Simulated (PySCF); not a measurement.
Bonds broken one at a time in the series B OH-H. Isolated molecules, 0 K electronic values unless said otherwise. One relaxed conformer stands for each flexible species; it need not be the lowest. Strings in code marks are SMILES.

The highest occupied spin orbital from two functionals at the same geometries (PBE0-D3(BJ)/def2-TZVP), both in PySCF: PBE-D3(BJ)/def2-TZVP and TPSSh-D3(BJ)/def2-TZVP. 

| species | TPSSh-D3(BJ)/def2-TZVP (eV) |
|---|---|
| radical fragment (`O[B]O` (H–O–B–O torsion -180°, O–B–O–H torsion 180°)) | -5.14 |
| radical fragment (`[OH]`) | -8.09 |
| radical fragment (`[BH]O` (H–B–O–H torsion 0°)) | -5.07 |
| radical fragment (`[BH2]`) | -5.56 |

### Question
What does PBE-D3(BJ)/def2-TZVP give for each?

### Answer

- radical fragment (`O[B]O` (H–O–B–O torsion -180°, O–B–O–H torsion 180°)): -4.44
- radical fragment (`[OH]`): -7.16
- radical fragment (`[BH]O` (H–B–O–H torsion 0°)): -4.37
- radical fragment (`[BH2]`): -4.92
Over these rows, drawn at random from the members with no instability flagged (it was tested for open shells, ions and some series alone), PBE minus TPSSh-D3(BJ): mean +0.74 eV, from +0.63 eV to +0.93 eV.
